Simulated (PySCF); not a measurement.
**Core-level binding energies of MgMe(SiH3)**

MgMe(SiH3), CH6MgSi.
Structure used (PBE0-D3(BJ)/def2-SVP), in Å, numbered top down from 1:
```xyz
9
CH6MgSi angstrom
Mg     0.0120    0.0176    0.2801
C     -0.0007   -0.0053    2.3738
H     -1.0098   -0.2049    2.7751
H      0.3311    0.9552    2.8050
H      0.6650   -0.7862    2.7811
Si     0.0034    0.0089   -2.3112
H      1.3311    0.3796   -2.9119
H     -0.9908    0.9705   -2.9014
H     -0.3414   -1.3353   -2.8906
```

Method used: delta-SCF UKS SCAN, pcX-2 on the ionised atom, pcseg-1 elsewhere, spin-free X2C (PySCF 2.14.0). Binding energies are ΔSCF values: E(core-ionised, relaxed orbitals) − E(ground state) at a fixed geometry, referred to the vacuum level.

Q: List the computed XPS lines with their assignment.

A: 
```csv
atom(s),bonded to,level,binding energy (eV),2p1/2 (eV),count
Si6,3 H and Mg,Si 2p3/2,105.62,106.24,1
C2,3 H and Mg,C 1s,288.96,–,1
Mg1,C and Si,Mg 1s,1310.71,–,1
Si6,3 H and Mg,Si 1s,1845.31,–,1
```

Q: Which photon energy gives electrons from Si 1s of Si6 a kinetic energy of 150 eV, and what is their de Broglie wavelength?

A: hν = 1845.31 + 150 = 1995.31 eV, recoil neglected; λ = 12.264 Å/√(E/eV) = 1.00 Å.

The 2p values aren't plain energy differences: one relaxed spin-free 2p hole is combined with a matrix within the shell (ground-state 2p orbital-energy differences and spin–orbit coupling). 2p3/2, the mean of its two sublevels, lies a third of the splitting below the shell's mean and 2p1/2 two thirds above it; the statistical areas are 2:1. 2p1/2 minus 2p3/2 (ligand field included): Si 0.62 eV. Geometry: PBE0-D3(BJ)/def2-SVP; no solvent, vibrations or thermal averaging.

Time: 11 s wall. Hardware: Arm Neoverse V1, one thread (shared host).
